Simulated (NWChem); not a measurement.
# Polarisability of nitrogen (N$_{2}$)

SMILES: N#N
```xyz
2

N      0.0000     0.0000     0.5502
N      0.0000     0.0000    -0.5502
```
Charge 0, spin multiplicity 1.

Program: NWChem. The geometry was optimised at B3LYP/def2-SVP, a minimum by its harmonic frequencies.

Basis set: aug-cc-pVDZ. The field's frequency is 0.0428 Ha (1065 nm).

The correlated methods keep 2 core orbitals frozen. B3LYP has NWChem's definition, with VWN1-RPA local correlation. Coupled-cluster values serve here as a point of comparison, not as the truth.

Order these methods by the isotropic polarisability they give, lowest first: LDA (SVWN5), HF, B3LYP, CCSD linear response.

HF (11.38 bohr³), CCSD linear response (11.65 bohr³), B3LYP (11.85 bohr³), LDA (SVWN5) (12.13 bohr³)
